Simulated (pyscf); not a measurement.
Optimised with ωB97X-D3(BJ)/def2-SVP in PySCF.

**Question.** List the bond dissociation enthalpies at 298 K of HO–SnH(OH)–OH (SMILES [OH][SnH]([OH])[OH]) from ωB97M-D3(BJ)/def2-TZVP, from the weakest bond up.

**Answer.** H–Sn to HO–Sn•(OH)–OH + H•: 71.5 kcal/mol; O–Sn to OH• + HO–SnH•–OH: 90.6 kcal/mol; H–O to •O–SnH(OH)–OH + H•: 116.9 kcal/mol. Ring and multiple bonds, and those that leave no two simple radicals, are not listed. •O–SnH(OH)–OH lies 47.8 kcal/mol over its isomer HO–Sn•(OH)–OH, and others may lie lower still (electronic energy, ωB97M-D3(BJ)). Other isomers of HO–SnH•–OH, HO–Sn•(OH)–OH were not searched in full and may lie lower. Left out: the spin-orbit lowering of OH. Elements past Kr carry the def2 core potentials, without spin-orbit coupling.
